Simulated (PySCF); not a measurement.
Molecule: `CSSC`, C$_{2}$H$_{6}$S$_{2}$.

Atoms are numbered as in `[CH3:1][S:2][S:3][CH3:4]`. Each H is labelled by its parent atom.

Geometry PBE0-D3(BJ)/def2-SVP throughout; GIAO in PySCF 2.14, gas phase, one conformer, non-relativistic; equivalent atoms averaged; basis pcSseg-2.

(1) How do the shifts δ (against TMS, CS2 at the same level) depend on the functional? (ppm; last column core-seconds on shared hosts with different chips, so compare them loosely)

(2) Which nucleus moves most, in ppm?

Results:

(1) 
```csv
functional,kind,C1/C4,S2/S3,H(C1)/H(C4),core-s
HF,Hartree–Fock,23.1,9.5,2.10,7.9
LDA,LDA,25.8,102.5,2.22,15
PBE,GGA,26.1,94.2,2.21,19
BLYP,GGA,27.2,122.0,2.26,19
BP86,GGA,26.4,96.1,2.21,19
OPBE,GGA,25.1,65.1,2.16,21
KT2,GGA,25.8,91.3,2.22,21
KT3,GGA,26.0,91.0,2.22,20
B97-D,GGA,27.0,106.0,2.25,20
B3LYP,global hybrid,26.3,92.6,2.21,15
PBE0,global hybrid,25.2,60.6,2.16,15
mPW1PW91,global hybrid,25.3,61.6,2.15,14
WP04,global hybrid,27.7,104.5,2.11,22
B97-2,global hybrid,25.6,67.4,2.17,19
BHandHLYP,global hybrid,25.1,57.8,2.16,20
CAM-B3LYP,range-separated hybrid,25.1,75.0,2.16,28
wB97X-D,range-separated hybrid,25.2,58.8,2.12,27
LC-wPBE,range-separated hybrid,23.2,29.0,2.04,34
```

(2) S2/S3 (disulfide sulfur): from 9.5 ppm with HF to 122.0 ppm with BLYP. The smallest spread is 0.23 ppm, at H(C1)/H(C4). Proton shifts span only some 12 ppm, so a few tenths of a ppm matter as much there as several ppm in carbon.
